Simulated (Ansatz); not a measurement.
Species: C2H6O, SMILES `COC` (charge 0, multiplicity 1).

**Question.** Give a relaxed geometry from B3LYP-D3(BJ)/def2-SVP (Ansatz, a quantum-chemistry and plane-wave program).

**Answer.** the end point of this relaxation (outside a Z-matrix the atoms follow the SMILES, hydrogens last).
Z-matrix (Å, degrees):
```
O
C 1 1.3998
C 1 1.3998 2 113.17
H 2 1.1001 1 108.00 3 -180.00
H 3 1.1001 1 108.00 2 -180.00
H 3 1.1103 5 108.49 1 121.70
H 2 1.1103 4 108.49 1 121.70
H 2 1.1103 4 108.49 7 116.61
H 3 1.1103 5 108.49 6 116.61
```
